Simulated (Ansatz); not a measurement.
Geometry optimisation, Ansatz, UKS r2SCAN-D4/6-31G*.

Input file:

```yaml
crystal:
  periodic: [false, false, false]
  atoms:
    - { symbol: B, position_ang: [0.001417, 1.4e-05, -0.365554] }
    - { symbol: H, position_ang: [-0.006062, 0.00013, 2.019776] }
    - { symbol: H, position_ang: [1.091162, -2.3e-05, -0.850574] }
    - { symbol: H, position_ang: [-1.089771, -2.3e-05, -0.846778] }
    - { symbol: F, position_ang: [0.003254, -9.9e-05, 2.95313] }
magnetization:
  spin_polarized: true
  initial_magnetization: 1
basis:
  gaussian: { orbitals: "6-31G*" }
hamiltonian:
  xc: r2scan
  dispersion: d4
relax:
  f_tol: 0.03
  max_steps: 50
```

Run as:

```bash
$ ansatz run input.yaml --threads 1 --pin off --max-ram 2048MiB --backend cpu --events-out ev --progress --plain --runs-dir out
```

Q: Where does it end, and by what steps?

A: It converged. The force dipped under the threshold on the way, but the program's further checks kept it going. After 36 steps the energy has fallen by 2.204 eV; F5 moved furthest, 1.77 Å. Parted: H2–F5 (0.93 → 2.20 Å). Joined: B1–H2 (2.39 → 1.29 Å), B1–F5 (3.32 → 1.35 Å).

```csv
step,energy less start (eV),largest force component (eV/Å),accepted
0,0.0000,0.536,yes
2,-0.0167,1.263,no
4,-0.0373,0.024,yes
6,-0.0375,0.010,yes
8,-0.0146,1.318,no
10,-0.0382,0.041,yes
12,-0.0412,0.080,yes
14,-0.0551,0.470,yes
16,-0.0767,0.383,yes
18,-0.0860,1.775,no
20,-0.1817,0.561,yes
22,-0.3172,0.580,yes
24,-0.4038,0.488,yes
26,-1.2201,1.530,yes
28,-1.8959,1.184,yes
30,-1.9714,0.701,yes
32,-2.1598,0.543,yes
34,-2.2031,0.203,yes
36,-2.2045,0.013,yes
```

```xyz
5
Properties=species:S:1:pos:R:3
B -0.161 -0.110 0.567
H 0.343 1.023 0.929
H 0.989 0.197 0.066
H -1.092 -0.060 -0.179
F -0.080 -1.050 1.527
```

Whether the end is a true minimum wasn't checked by a vibrational analysis.

Run time: 18 s on 1 thread of AMD EPYC 9R45 96-Core Processor (Zen 5), on a shared host, peak memory 0.15 GiB.
